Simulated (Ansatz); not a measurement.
## Pulling the pair apart

The pair of NH3 (SMILES N, atoms 1–4) and SiH4 (SMILES [SiH4], atoms 5–9), both closed shells, in one local arrangement (a lower one may exist), relaxed at PBE0-D4/def2-TZVP:

N1  (0.014, 0.030, -2.160)
H2  (-0.918, 0.177, -1.793)
H3  (0.346, -0.856, -1.799)
H4  (0.608, 0.755, -1.778)
Si5  (-0.010, -0.021, 1.504)
H6  (-1.403, -0.134, 1.003)
H7  (0.587, 1.254, 1.034)
H8  (0.795, -1.163, 1.001)
H9  (-0.018, -0.042, 2.989)
(Å)

SiH4 is shifted rigidly along the line between the mean atom positions of the two fragments (negative: closer). Counterpoise interaction energies in kJ/mol. Ansatz 0.2.0; basis: def2-TZVPPD; cores frozen in the correlated methods.

```csv
shift (Å),r2SCAN-D4,wB97M-V,PBE-D4
-0.37,-1.9,-1.0,-2.4
-0.18,-4.1,-3.1,-4.5
0.00,-4.6,-3.7,-5.0
0.18,-4.4,-3.5,-4.9
0.44,-3.6,-2.9,-4.1
0.92,-2.2,-1.7,-2.5
1.83,-0.6,-0.6,-0.7
3.66,0.0,-0.1,0.1
```

At the largest shift the D4 term itself is slightly repulsive (PBE-D4 +0.8 meV): a quirk of that model, not of the functional.

What does CCSD(T) give at these shifts? (Judge from chemistry; the value comes from the calculation.)

Computed: 1.5, -1.4, -2.6, -2.8, -2.6, -1.6, -0.5, -0.1 kJ/mol. For zero shift, CCSD(T) at an estimated basis limit (MP2 extrapolated from triple and quadruple zeta, plus CCSD(T) − MP2 in triple zeta) gives -3.4 kJ/mol. These are counterpoise interaction energies, counted from the two frozen fragments.

No T1 diagnostic of these runs exceeds 0.011.

For scale, one of the runs: CCSD(T)/def2-TZVPPD, 204 basis functions (an equivalent command: `ansatz run in.yaml --threads 2`). Hardware: 2 CPU threads, shared host. Wall time 26 s; peak host memory 2.5 GiB.
